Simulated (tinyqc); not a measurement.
Worked calculation: MP2 on RHF in the sto-6g basis, frozen core, for LiH, spin multiplicity 1. Computed by tinyqc, a small Python program that keeps every step (integrals from PySCF). Settings: charge = 0, multiplicity = 1, basis = sto-6g, method = RHF, frozen orbitals = 1, energy threshold = 1e-10, iteration cap = 79, orthogonalisation = canonical, start = core, DIIS depth = 6. Command: `OMP_NUM_THREADS=1 python tinyqc.py 24236 24237 out.jsonl` (the two numbers bound the seeds that draw the settings). One thread of a shared host (Intel(R) Xeon(R) Processor @ 2.60GHz), about 0.1 s of CPU time with the checks. The early iterations of the SCF are left out here.

## One-electron integrals

Geometry (angstrom):
```
atom        x        y        z
Li    0.00000  0.00000  0.00000
H     0.00000  0.00000  1.74300
```

Basis sto-6g: exponents (1/bohr^2) and contraction coefficients of normalised primitives:
```
element  l (shell)   exponent  coefficient
Li           s (1)  167.17585      0.00916
Li           s (1)   30.65151      0.04936
Li           s (1)    8.57519      0.16854
Li           s (1)    2.94581      0.37056
Li           s (1)    1.14394      0.41649
Li           s (1)    0.47114      0.13033
Li           s (2)    6.59756     -0.01325
Li           s (2)    1.30583     -0.04699
Li           s (2)    0.40585     -0.03379
Li           s (2)    0.15615      0.25024
Li           s (2)    0.06781      0.59512
Li           s (2)    0.03108      0.24071
Li           p (3)    6.59756      0.00376
Li           p (3)    1.30583      0.03768
Li           p (3)    0.40585      0.17390
Li           p (3)    0.15615      0.41804
Li           p (3)    0.06781      0.42586
Li           p (3)    0.03108      0.10171
H            s (1)   35.52322      0.00916
H            s (1)    6.51314      0.04936
H            s (1)    1.82214      0.16854
H            s (1)    0.62596      0.37056
H            s (1)    0.24308      0.41649
H            s (1)    0.10011      0.13033
```

Overlap, kinetic and nuclear-attraction integrals over the contracted functions; the nuclear repulsion is the sum of Za Zb / Rab.

nuclear repulsion = 0.9108041 hartree

overlap S, lower triangle:
```
          1Li 1s   1Li 2s  1Li 2px  1Li 2py  1Li 2pz    2H 1s
1Li 1s   1.00000
1Li 2s   0.23574  1.00000
1Li 2px  0.00000  0.00000  1.00000
1Li 2py  0.00000  0.00000  0.00000  1.00000
1Li 2pz  0.00000  0.00000  0.00000  0.00000  1.00000
2H 1s    0.05033  0.36227  0.00000  0.00000  0.48146  1.00000
```

kinetic energy T (hartree), lower triangle:
```
           1Li 1s   1Li 2s  1Li 2px  1Li 2py  1Li 2pz    2H 1s
1Li 1s    3.61674
1Li 2s   -0.11072  0.10652
1Li 2px   0.00000  0.00000  0.32001
1Li 2py   0.00000  0.00000  0.00000  0.32001
1Li 2pz   0.00000  0.00000  0.00000  0.00000  0.32001
2H 1s    -0.01410  0.03305  0.00000  0.00000  0.10484  0.76852
```

nuclear attraction V (hartree), lower triangle:
```
           1Li 1s    1Li 2s   1Li 2px   1Li 2py   1Li 2pz     2H 1s
1Li 1s   -8.37075
1Li 2s   -0.89992  -1.47555
1Li 2px   0.00000   0.00000  -1.44530
1Li 2py   0.00000   0.00000   0.00000  -1.44530
1Li 2pz  -0.01432  -0.11379   0.00000   0.00000  -1.53587
2H 1s    -0.20750  -0.64195   0.00000   0.00000  -0.86852  -2.14906
```

core Hamiltonian H = T + V (hartree), lower triangle:
```
           1Li 1s    1Li 2s   1Li 2px   1Li 2py   1Li 2pz     2H 1s
1Li 1s   -4.75400
1Li 2s   -1.01064  -1.36903
1Li 2px   0.00000   0.00000  -1.12529
1Li 2py   0.00000   0.00000   0.00000  -1.12529
1Li 2pz  -0.01432  -0.11379   0.00000   0.00000  -1.21586
2H 1s    -0.22159  -0.60890   0.00000   0.00000  -0.76368  -1.38053
```

## Two-electron integrals

Functions are numbered as in S; the eight-fold symmetry (ij|kl) = (ji|kl) = (kl|ij) leaves the list below.

Two-electron integrals (ij|kl) in chemists' order, unique and non-zero (hartree):
```
(11|11) 1.68125   (21|11) 0.24260   (21|21) 0.04451   (22|11) 0.39719
(22|21) 0.09028   (22|22) 0.29062   (31|31) 0.00944   (32|31) 0.01426
(32|32) 0.06424   (33|11) 0.39719   (33|21) 0.09028   (33|22) 0.29062
(33|33) 0.31312   (41|41) 0.00944   (42|41) 0.01426   (42|42) 0.06424
(43|43) 0.01688   (44|11) 0.39719   (44|21) 0.09028   (44|22) 0.29062
(44|33) 0.27937   (44|44) 0.31312   (51|51) 0.00944   (52|51) 0.01426
(52|52) 0.06424   (53|53) 0.01688   (54|54) 0.01688   (55|11) 0.39719
(55|21) 0.09028   (55|22) 0.29062   (55|33) 0.27937   (55|44) 0.27937
(55|55) 0.31312   (61|11) 0.05188   (61|21) 0.00932   (61|22) 0.01909
(61|33) 0.01882   (61|44) 0.01882   (61|51) 0.00124   (61|52) 0.00251
(61|55) 0.01962   (61|61) 0.00216   (62|11) 0.12958   (62|21) 0.02987
(62|22) 0.10250   (62|33) 0.09718   (62|44) 0.09718   (62|51) 0.00512
(62|52) 0.03048   (62|55) 0.11315   (62|61) 0.00756   (62|62) 0.06081
(63|31) 0.00245   (63|32) 0.01135   (63|53) 0.00459   (63|63) 0.00419
(64|41) 0.00245   (64|42) 0.01135   (64|54) 0.00459   (64|64) 0.00419
(65|11) 0.16158   (65|21) 0.03762   (65|22) 0.13336   (65|33) 0.12434
(65|44) 0.12434   (65|51) 0.00798   (65|52) 0.04700   (65|55) 0.15141
(65|61) 0.00994   (65|62) 0.08678   (65|65) 0.12550   (66|11) 0.30297
(66|21) 0.07115   (66|22) 0.26750   (66|33) 0.24416   (66|44) 0.24416
(66|51) 0.01377   (66|52) 0.10067   (66|55) 0.31417   (66|61) 0.01900
(66|62) 0.20016   (66|65) 0.29625   (66|66) 0.77500
```

## Orthogonalisation

S = U s U^T; canonical form X = U s^(-1/2), so that X^T S X = 1. Each column of U has its largest component positive (the first on a tie).

eigenvalues of S: 0.38969  0.80508  1.00000  1.00000  1.17064  1.63459

X:
```
                1         2         3        4         5        6
1Li 1s    0.19129   0.79044   0.00000  0.00000   0.60621  0.17928
1Li 2s   -0.73193  -0.61433   0.00000  0.00000   0.47523  0.36937
1Li 2px   0.00000   0.00000  -0.53136  0.84715   0.00000  0.00000
1Li 2py   0.00000   0.00000   0.84715  0.53136   0.00000  0.00000
1Li 2pz  -0.87454   0.45403   0.00000  0.00000  -0.48144  0.40238
2H 1s     1.10859  -0.18382   0.00000  0.00000  -0.17063  0.53036
```

Within a degenerate level the vectors are fixed only up to a rotation; this is one choice.

## Starting guess

The start is the orbitals of the core Hamiltonian; D = 2 C_occ C_occ^T.

D at the start, lower triangle:
```
           1Li 1s   1Li 2s  1Li 2px  1Li 2py  1Li 2pz    2H 1s
1Li 1s    2.05014
1Li 2s   -0.14153  0.25051
1Li 2px   0.00000  0.00000  0.00000
1Li 2py   0.00000  0.00000  0.00000  0.00000
1Li 2pz  -0.07124  0.25101  0.00000  0.00000  0.25403
2H 1s    -0.11364  0.43877  0.00000  0.00000  0.44444  0.77763
```

## Iteration 7 (converged): orbitals

converged F (hartree), lower triangle:
```
           1Li 1s    1Li 2s  1Li 2px  1Li 2py   1Li 2pz     2H 1s
1Li 1s   -2.39031
1Li 2s   -0.61815  -0.20385
1Li 2px   0.00000   0.00000  0.16230
1Li 2py   0.00000   0.00000  0.00000  0.16230
1Li 2pz   0.01352  -0.09264  0.00000  0.00000   0.01382
2H 1s    -0.13425  -0.24585  0.00000  0.00000  -0.22698  -0.12843
```

Diagonalise F' = X^T F X, C = X C', fill 2 alpha and 2 beta electrons from the bottom; D = 2 C_occ C_occ^T. Each column has its largest component positive (the first on a tie).

F' = X^T F X (hartree), lower triangle:
```
          1         2        3        4         5         6
1   0.48818
2  -0.15859  -0.88877
3   0.00000   0.00000  0.16230
4   0.00000   0.00000  0.00000  0.16230
5  -0.11944  -1.11744  0.00000  0.00000  -1.21630
6  -0.05518  -0.36999  0.00000  0.00000  -0.48880  -0.46472
```

orbital energies (hartree): MO1 -2.39171, MO2 -0.27330, MO3 0.07686, MO4 0.16230, MO5 0.16230, MO6 0.50654

coefficients C:
```
              MO1       MO2       MO3      MO4       MO5       MO6
1Li 1s    0.99397  -0.14960  -0.20120  0.00000   0.00000   0.10090
1Li 2s    0.02398   0.45746   0.79866  0.00000   0.00000  -0.65398
1Li 2px   0.00000   0.00000   0.00000  0.97406  -0.22631   0.00000
1Li 2py   0.00000   0.00000   0.00000  0.22631   0.97406   0.00000
1Li 2pz  -0.00531   0.34224  -0.61010  0.00000   0.00000  -0.93557
2H 1s     0.00168   0.56461  -0.14488  0.00000   0.00000   1.11058
```

D after iteration 7, lower triangle:
```
           1Li 1s   1Li 2s  1Li 2px  1Li 2py  1Li 2pz    2H 1s
1Li 1s    2.02070
1Li 2s   -0.08921  0.41969
1Li 2px   0.00000  0.00000  0.00000
1Li 2py   0.00000  0.00000  0.00000  0.00000
1Li 2pz  -0.11295  0.31287  0.00000  0.00000  0.23431
2H 1s    -0.16559  0.51666  0.00000  0.00000  0.38644  0.63758
```

Within a degenerate level the vectors are fixed only up to a rotation; this is one choice.

## Convergence

Stop when the energy changes by less than 1e-10 hartree and every element of the error matrix X^T (F D S - S D F) X is below 3e-06.

Course of the cycle:
```
iteration  E (hartree)     change  largest element of the error matrix
1           -7.9267245          -                             1.82e-01
2           -7.9432901  -1.66e-02                             2.14e-02
3           -7.9439568  -6.67e-04                             4.76e-03
4           -7.9440813  -1.25e-04                             1.02e-03
5           -7.9440877  -6.44e-06                             2.90e-05
6           -7.9440877  -1.95e-09                             2.20e-06
7           -7.9440877  -1.64e-11                             1.04e-07
```

PySCF RHF in the same basis = -7.9440877 hartree

Converged in 7 iterations.

## Populations, bond orders and dipole

Mulliken: Z minus the diagonal of D S on the atom; Loewdin: the same with S^(1/2) D S^(1/2); Mayer order: 2 sum_s sum (D(s) S)_ij (D(s) S)_ji over the two atoms.

Charges (e):
```
atom  Mulliken   Loewdin
1Li    0.00247   0.00150
2H    -0.00247  -0.00150
```

Mayer bond orders:
```
pair    order
2-1   0.99999
```

dipole moment about the origin, x y z (debye): 0.00000  0.00000  -4.97281

## Integrals over molecular orbitals

(pq|rs) = sum C_ip C_jq C_kr C_ls (ij|kl), one index at a time.

one-electron integrals over orbitals h = C^T H C (hartree), lower triangle:
```
          1         2         3         4         5         6
1  -4.74640
2   0.10018  -1.44348
3   0.16781   0.02471  -1.12208
4   0.00000   0.00000   0.00000  -1.12529
5   0.00000   0.00000   0.00000   0.00000  -1.12529
6  -0.04844  -0.01606   0.03199   0.00000   0.00000  -0.98226
```

Two-electron integrals over orbitals (pq|rs), unique and non-zero (hartree); the lowest 1 orbital is frozen and left out:
```
(22|22) 0.48031    (32|22) -0.04947   (32|32) 0.01371    (33|22) 0.21881
(33|32) 0.00908    (33|33) 0.33755    (42|42) 0.02224    (43|42) 0.01920
(43|43) 0.04147    (44|22) 0.26298    (44|32) 0.00739    (44|33) 0.28215
(44|44) 0.31312    (52|52) 0.02224    (53|52) 0.01920    (53|53) 0.04147
(54|54) 0.01688    (55|22) 0.26298    (55|32) 0.00739    (55|33) 0.28215
(55|44) 0.27937    (55|55) 0.31312    (62|22) 0.12188    (62|32) -0.03541
(62|33) -0.01675   (62|44) -0.02328   (62|55) -0.02328   (62|62) 0.12700
(63|22) -0.05109   (63|32) 0.00991    (63|33) 0.03562    (63|44) 0.00300
(63|55) 0.00300    (63|62) -0.03197   (63|63) 0.02581    (64|42) -0.01946
(64|43) -0.01369   (64|64) 0.02014    (65|52) -0.01946   (65|53) -0.01369
(65|65) 0.02014    (66|22) 0.44964    (66|32) -0.04315   (66|33) 0.24015
(66|44) 0.26679    (66|55) 0.26679    (66|62) 0.12514    (66|63) -0.04339
(66|66) 0.44903
```

## Second-order Moller-Plesset energy

Hartree-Fock energy = -7.9440877 hartree

E2 = sum_ijab (ia|jb) [2 (ia|jb) - (ib|ja)] / (e_i + e_j - e_a - e_b) over occupied i, j and virtual a, b; the opposite-spin part is (ia|jb)^2 / denominator, the rest is same-spin, and SCS-MP2 scales them by 6/5 and 1/3.

Terms:
```
i  j  a  b   (ia|jb)   (ib|ja)  denominator      term
2  2  6  6   0.12700   0.12700     -1.55969  -0.01034
2  2  6  3  -0.03541  -0.03541     -1.13001  -0.00111
2  2  3  6  -0.03541  -0.03541     -1.13001  -0.00111
2  2  4  4   0.02224   0.02224     -0.87120  -0.00057
2  2  5  5   0.02224   0.02224     -0.87120  -0.00057
2  2  3  3   0.01371   0.01371     -0.70033  -0.00027
```

Pair energies (hartree; pair i-j sums ij and ji):
```
pair  opposite spin  same spin
2-2        -0.01396          0
```

MP2 correlation energy = -0.0139649 hartree

SCS-MP2 correlation energy = -0.0167579 hartree

MP2 total energy = -7.9580526 hartree
